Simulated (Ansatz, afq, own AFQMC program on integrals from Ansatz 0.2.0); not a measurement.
## SiH$_{2}$, triplet: AFQMC among the cluster methods

| atom | x (Å) | y (Å) | z (Å) |
| --- | --- | --- | --- |
| H | 0.0000 | 0.0000 | -1.2213 |
| H | 0.0000 | 0.0000 | -0.3133 |
| Si | 0.0000 | 0.0000 | 1.5347 |

Basis cc-pVTZ. Noble-gas cores (and the filled d shells of Ga–Kr and In–Xe) are frozen. Ansatz 0.2.0 and our own AFQMC program on the same integrals; the CISD trial comes from CCSD amplitudes, and released means the phaseless constraint is let go. Error bars are statistical, one sigma.

Determinant: UHF, the one that the program's search chose, which needn't be the lowest solution. The geometry is a point of a scan.

No full CI on the walks' own integrals is used here; CCSDT(Q) serves as the reference and is uncertain by about the last step of the cluster series.

Cautions: lower spins were not checked.

```
T1 diagnostic                               : 0.0156
weight of the determinant in the CISD state : 0.908
⟨S²⟩ of the determinant                     : 2.022
size of the correlated space                : 6 electrons in 57 orbitals
```

| level | correlation energy (eV) |
| --- | --- |
| MP2 | -2.6436 |
| CCSD | -3.3590 |
| CCSD(T) | -3.4631 |

(1) Estimate where phaseless AFQMC with the Hartree–Fock trial lies against CCSD(T) on the same integrals.

(1) 0.91 ± 0.45 kcal/mol above CCSD(T).

Reference: CCSDT(Q), correlation energy -3.493 eV. The released energy is read at 2.40 1/Eh (meV from the phaseless value at times in 1/Eh: -5.1 ± 1.4 at 0.24, -7.1 ± 1.6 at 0.51, -7.6 ± 1.6 at 0.99, -10.3 ± 1.4 at 1.62, -10.1 ± 1.1 at 2.40).

```
         level  E − E(reference) (kcal/mol)  share of correlation (%)
       CCSD(T)                         0.69                     99.15
         CCSDT                         0.08                     99.90
   ph-AFQMC/HF                  1.60 ± 0.45                     98.02
 ph-AFQMC/CISD                  0.25 ± 0.09                     99.69
released AFQMC                  0.01 ± 0.03                     99.98
```

A walk keeps the symmetry of its determinant, which the program's search chose and which needn't be the lowest solution, so a lower state of the same spin and another symmetry isn't excluded. Released energies are given only where the last usable release times agree within the noise; a slower fall can still hide under it.
